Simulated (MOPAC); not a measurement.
MOPAC input (AM1):

```
AM1 PRECISE GNORM=0.05 LET XYZ UHF MS=0.5 GEO-OK AUX(PRECISION=9) THREADS=1
C4H7

C     0.00321063 1    1.07723153 1    0.05140708 1
C    -0.00311261 1   -1.04434114 1   -0.04983750 1
C    -1.09975982 1    0.06552535 1   -0.00413319 1
C     1.10012885 1    0.05829224 1    0.01004195 1
H     0.00642986 1    2.15734776 1    0.10295182 1
H     0.00083048 1   -1.63620330 1   -0.96378666 1
H    -0.01083500 1   -1.72051080 1    0.80359931 1
H    -1.75911514 1    0.02859720 1    0.87116926 1
H    -1.74750663 1    0.11249291 1   -0.88758417 1
H     1.74789278 1    0.01706635 1    0.89376693 1
H     1.75950128 1    0.10096206 1   -0.86498650 1
```

Problem. What heat of formation does the run end on?

Solution. 34.21 kcal/mol.
